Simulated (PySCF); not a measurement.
**Computed properties of BCl3, SMILES ClB(Cl)Cl**

BCl3, SMILES ClB(Cl)Cl. Coordinates come from a TPSSh-D3(BJ)/def2-SVP optimisation. The isomer is the one that the SMILES or the coordinates give; other isomers of the formula were not compared. The values are those of a single conformer. All values are computed for the isolated molecule unless a solvent is named; none is compared with measurement here.

**Structure.** The optimised structure has D3h symmetry. All 6 harmonic modes at TPSSh-D3(BJ)/def2-SVP (PySCF) are real, so it is a minimum. With heavy atoms numbered as in [B:1]([Cl:2])([Cl:3])[Cl:4], the shortest bond between them is B1–Cl2 at 1.749 Å and the longest B1–Cl4 at 1.749 Å.

**Vibrations.** The strongest infrared lines (harmonic, unscaled, degenerate partners summed) lie at 976 cm⁻¹ (735 km/mol, B 85 %, Cl 15 %), 447 cm⁻¹ (7 km/mol, B 91 %, Cl 9 %), 251 cm⁻¹ (2 km/mol, Cl 95 %). The softest mode is at 251 cm⁻¹ and the zero-point energy is 4.8 kcal/mol.

**Electronic structure.** M06-2X/def2-TZVPD (PySCF) places the frontier levels at -10.51 and -0.98 eV, a gap of 9.53 eV, and gives a dipole moment of 0.00 D and a mean polarisability of 55.5 bohr³. PBE/def2-TZVPD (PySCF) at the same geometry gives -7.73 and -2.78 eV, so its gap is 4.58 eV narrower. An orbital gap is neither the optical nor the fundamental gap.

**Excitations.** TDDFT-M06-2X/def2-SVPD (PySCF) has S1 at 5.88 eV (211 nm, f = 0.000, dark); the most intense of the 10 singlets computed lies at 7.18 eV (f = 0.29). Strengths of degenerate partners are summed. T1 (TDA) is at 5.76 eV. TDDFT-PBE/def2-SVPD (PySCF) puts S1 at 5.04 eV. No vertical singlet excitation falls in the visible range (under 3.1 eV).

**NMR.** GIAO shifts at B3LYP/pcSseg-2 (PySCF) (non-relativistic, atoms alike by connectivity averaged): ¹¹B at 45.7 ppm against BF3. Without spin–orbit terms, shifts of atoms bonded to Cl or Br come out too high.
